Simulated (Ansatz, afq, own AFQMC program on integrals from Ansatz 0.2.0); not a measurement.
## Where AFQMC and coupled cluster stand for BH3, triplet

```yaml
atoms:
  - { symbol: B, position_ang: [-0.1149, 0.0000, 0.0891] }
  - { symbol: H, position_ang: [0.3114, 0.5391, -0.9919] }
  - { symbol: H, position_ang: [0.6095, 0.0000, 1.0286] }
  - { symbol: H, position_ang: [0.3113, -0.5391, -0.9919] }
```

Basis cc-pVDZ. Only valence electrons are correlated. AFQMC by an in-house program on the Cholesky factors that Ansatz 0.2.0 writes for its CCSD(T) run. ph-AFQMC/CISD is guided by a CISD state made of CCSD amplitudes; releasing the constraint for a short imaginary time cuts its bias at the price of noise, slowly where states lie close. Free AFQMC starts from the CCSD state and is never constrained. Its projection time is finite, and what remains of the start isn't in its error. Error bars are statistical, one sigma.

Determinant: UHF, the one that the program's search chose, which needn't be the lowest solution. The geometry is a PBE0/def2-TZVP stationary point of this or a neighbouring charge and spin state.

Full CI on the same integrals is exact in this basis and with this determinant's frozen core.

Cautions: lower spins were not checked.

- T1 diagnostic: 0.0090
- weight of the determinant in the CISD state: 0.944
- ⟨S²⟩ of the determinant: 2.007
- size of the correlated space: 6 electrons in 28 orbitals

Reference: full CI, correlation energy -2.965 eV. The released energy is read at 2.40 1/Eh (meV from the phaseless value at times in 1/Eh: 4 ± 3 at 0.24, 1.9 ± 2.4 at 0.51, 1 ± 3 at 0.99, 3 ± 3 at 1.62, 4 ± 3 at 2.40).

| level | E − E(reference) (kJ/mol) | share of correlation (%) |
| --- | --- | --- |
| HF | 286.1 | 0.00 |
| MP2 | 63.6 | 77.76 |
| CCSD | 6.7 | 97.67 |
| CCSD(T) | 1.5 | 99.49 |
| CCSDT | 0.1 | 99.95 |
| CCSDT(Q) | 0.0 | 99.99 |
| ph-AFQMC/HF | 1.6 ± 2.3 | 99.46 |
| ph-AFQMC/CISD | 0.1 ± 0.4 | 99.98 |
| released AFQMC | 0.4 ± 0.3 | 99.85 |
| free AFQMC | 0.2 ± 0.6 | 99.93 |

CCSDT and higher add their correlation energy to the determinant of the CCSD(T) run, since their own runs factorise the integrals more tightly (a shift of under 2 meV). Free projections are given only where their last times agree within the noise and don't stop above the reference; a slow remainder of the start can still hide under it. A walk keeps the symmetry of its determinant, which the program's search chose and which needn't be the lowest solution, so a lower state of the same spin and another symmetry isn't excluded. Released energies are given only where the last usable release times agree within the noise; a slower fall can still hide under it.
